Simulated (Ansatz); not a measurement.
Ansatz (an electronic-structure program) input:

Ansatz 0.2 input:
```yaml
crystal:
  periodic: [false, false, false]
  atoms:
    - {symbol: C, position_ang: [-0.02400103, 0.11992430, 0.12887615]}
    - {symbol: C, position_ang: [0.03690324, 0.79620922, 1.37876504]}
    - {symbol: C, position_ang: [-0.03562217, -0.68219648, 1.39956369]}
    - {symbol: C, position_ang: [0.68872142, 0.09071917, -1.18522957]}
    - {symbol: C, position_ang: [-0.81533340, 0.11594882, -1.13382184]}
    - {symbol: H, position_ang: [0.69881716, 1.50691568, 1.82164475]}
    - {symbol: H, position_ang: [-0.96782344, -1.15167193, 1.69067176]}
    - {symbol: H, position_ang: [0.83666516, -1.26473164, 1.68273116]}
    - {symbol: H, position_ang: [1.17618942, -0.83085879, -1.46996307]}
    - {symbol: H, position_ang: [1.20882079, 0.98168814, -1.50563537]}
    - {symbol: H, position_ang: [-1.35273561, -0.78478546, -1.39277172]}
    - {symbol: H, position_ang: [-1.32179521, 1.02728989, -1.41747473]}
basis:
  gaussian:
    orbitals: def2-TZVP
hamiltonian:
  xc: b3lyp
  dispersion: d3bj
magnetization: {spin_polarized: true, initial_magnetization: 1}
relax: {f_tol: 0.002, max_steps: 150}
```

**Question.** Which total energy does the run end on?

**Answer.** -194.68150 Eh (B3LYP-D3(BJ)/def2-TZVP). The basis has 197 functions.

It need not be the lowest isomer of its formula.
